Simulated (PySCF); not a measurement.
Cartesian coordinates (Å):
SMILES: [OH]
```xyz
2

O      0.4892     0.0000     0.0000
H     -0.4892     0.0000     0.0000
```
Charge 0, spin multiplicity 2.

Task: What dipole moment, highest occupied spin orbital and total energy does r2SCAN-D4/def2-TZVP // r2SCAN-D4/def2-SVP in PySCF give?

Result: 
```
Item                                Result
-----------------------------  -----------
dipole moment                       1.76 D
highest occupied spin orbital     -7.57 eV
total energy                   -2060.69 eV
```
